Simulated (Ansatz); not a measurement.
We consider rock-salt PbS, described by G0W0@HSE06 (Ansatz, a quantum-chemistry and plane-wave program, plane waves, hard PAW, contour deformation).

The cell has the measured lattice parameters. Conventional cell: a = 5.9390 Å, b = 5.9390 Å, c = 5.9390 Å, α = 90.00°, β = 90.00°, γ = 90.00°.

The quasiparticle gap at Γ at a fixed k mesh 2×2×2:

| response cutoff | value (eV) |
|---|---|
| 150 eV, 401 empty bands | 7.700 |
| 200 eV, 618 empty bands | 7.721 |
| 250 eV, 864 empty bands | 7.733 |
| 300 eV, 1135 empty bands | 7.742 |

Taking the value to converge with the response cutoff E as E^(−3/2), extrapolate from the last two rows.

With y = y∞ + c/w and weights w = 3953 and 5196 for the last two rows, y∞ = (w2 y2 − w1 y1)/(w2 − w1) = (5196 × 7.742 − 3953 × 7.733)/1243 = 7.771 eV, which lies 0.029 beyond the last row. Successive pairs of rows give 7.760, 7.763, 7.771. The limit also hangs on the law assumed, so its last digits aren't firm.

The other settings are not extrapolated, so this is the limit in one setting alone.

At the last cutoff the smallest gap on this mesh is 0.60 eV, with an edge away from Γ.

Spin–orbit coupling is not included; with these elements it can move the gap by several tenths of an eV or more.

Note: filled d or f shells below the valence bands can shift G0W0 gaps through exchange with them, which wasn't tested here. Note: GW on a hybrid start was not checked against another program.
